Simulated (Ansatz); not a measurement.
One change: `F[C@@H]1O[C@H]1F` becomes `C[C@@H]1O[C@H]1F`.

Ansatz, PBE0-D4/def2-TZVP geometries, multiplicity 1. 

```
                                      property  `F[C@@H]1O[C@H]1F`
            HOMO energy (PBE0/def2-TZVPP) / eV               -9.18
           HOMO–LUMO gap (PBE/def2-TZVPP) / eV                8.33
zero-point energy (PBE0-D4/def2-TZVP) / kJ/mol               112.3
            LUMO energy (PBE0/def2-TZVPP) / eV                1.74
             HOMO energy (PBE/def2-TZVPP) / eV               -7.55
          HOMO–LUMO gap (PBE0/def2-TZVPP) / eV               10.92
```

Problem. What does the change do to each property? (An estimate is asked.)

Solution. Ansatz gave: 
```csv
property,`C[C@@H]1O[C@H]1F`,shift
HOMO energy (PBE0/def2-TZVPP) / eV,-8.53,0.65
HOMO–LUMO gap (PBE/def2-TZVPP) / eV,7.53,-0.80
zero-point energy (PBE0-D4/def2-TZVP) / kJ/mol,205.3,93.0
LUMO energy (PBE0/def2-TZVPP) / eV,1.43,-0.31
HOMO energy (PBE/def2-TZVPP) / eV,-6.88,0.67
HOMO–LUMO gap (PBE0/def2-TZVPP) / eV,9.96,-0.96
```

With PBE0 the HOMO rises by 0.65 eV and the LUMO falls by 0.31 eV, so the gap narrows by about 0.96 eV. PBE moves the HOMO by 0.67 eV and ωB97M-V by 0.63 eV. The zero-point energy changes by 93.0 kJ/mol with +9 modes.
